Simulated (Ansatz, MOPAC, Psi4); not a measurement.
Process, species as SMILES: CCCC → 2 [CH2]C (C2H5) (the C-C bond breaks)

Quantity: bond dissociation energy (enthalpy at 298 K), in kcal/mol. Terms: non-relativistic; spin-orbit terms left out; 6-311+G** with 5d; frozen cores in correlated levels; open shells spin-unrestricted; no dispersion term unless named; six Cartesian d functions in 6-31G* and its kin unless marked 5d. CBS marks a two-point X^-3 extrapolation of the correlation energy; Hartree-Fock from the larger set. [CCSD(T)-MP2]/basis is that difference in the basis named. Ab initio and DFT rows: single points at B3LYP-D3(BJ) geometries (Ansatz, an electronic-structure program), with unscaled harmonic terms from B3LYP/6-31G* at its own minima. Semi-empirical rows: MOPAC heats of formation at their own minima for 298 K.

Measured values: Active Thermochemical Tables 1.112 (ions: stationary electron), as tabulated in the package chemicals; G2/97 table in ASE (Curtiss et al.); they hold spin-orbit and core effects, anharmonicity and other conformers. 

Value to compare with, the measured value: 87.9 kcal/mol.

```csv
level,program,bond dissociation energy (enthalpy at 298 K) (kcal/mol),error
MNDO,MOPAC,50.8,-37.1
HF/3-21G,Ansatz,59.7,-28.2
PBE/STO-3G,Ansatz,113.6,25.7
PBE/3-21G,Ansatz,91.4,3.5
B3LYP/6-31G,Ansatz,80.4,-7.5
B3LYP/6-31G*,Ansatz,82.8,-5.1
B3LYP/cc-pVDZ,Ansatz,81.4,-6.5
PBE0/6-311+G**,Ansatz,82.8,-5.1
wB97X-D/6-31G*,Psi4,89.6,1.7
PBE/def2-TZVPD,Ansatz,82.8,-5.1
wB97M-V/def2-TZVPD,Ansatz,87.6,-0.3
"RI-MP2/CBS(cc-pVTZ,cc-pVQZ)+[CCSD(T)-MP2]/cc-pVTZ",Ansatz,88.6,0.7
```

Among the 9 habitual levels, MNDO lies farthest from the measured value (-37.1 kcal/mol) and wB97X-D/6-31G* nearest (1.7); 3 of 9 lie above it, and their mean absolute error is 13.4 kcal/mol, the median 6.5. One case shows no general order.

The levels are drawn from those run, B3LYP/6-31G* more often than the rest, none by its result; runs whose electronic state is in doubt are left out.
